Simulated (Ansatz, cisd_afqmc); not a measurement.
Species: CH3, charge -1, singlet. CH3- (SMILES [CH3-]).
B3LYP-D3(BJ)/def2-TZVP minimum from Ansatz (a first-principles code):
```xyz
4

C      0.0884     0.0858     0.0881
H     -0.5958    -0.5885     0.6498
H      0.6481    -0.5918    -0.5944
H     -0.5826     0.6655    -0.5842
```
Charge -1, spin multiplicity 1.

Total energies in aug-cc-pVDZ, 8 correlated electrons, 1 frozen orbitals. Radicals and triplets start from unrestricted determinants; spin-orbit coupling is neglected. Correlated methods leave the cores frozen. No relativity. The Monte Carlo rows (phaseless AFQMC, CISD trial, step 0.005/hartree) carry one-sigma bars that omit the constraint's bias. Outlying blocks are dropped, and bars are widened where a walk drifts. Over all cases where full CI ran beside it in this data, AFQMC minus full CI had a median of +0.1 mEh and passed +0.4 mEh in a tenth of the cases.

```tsv
method	program	energy (Eh)	minus CCSDTQ (mEh)
HF	Ansatz	-39.51110	210.34
MP2	Ansatz	-39.69522	26.21
CCSD	Ansatz	-39.71325	8.18
CCSD(T)	Ansatz	-39.72050	0.94
CCSDT(Q)	Ansatz	-39.72147	-0.03
CCSDTQ	Ansatz	-39.72143	0.00
AFQMC/CISD	cisd_afqmc	-39.7216 ± 0.0003	-0.2 ± 0.3
```

Rough core times of Ansatz's runs on a shared machine: CCSD(T) under 20 s, CCSDT(Q) 20 s, CCSDTQ 10 min.
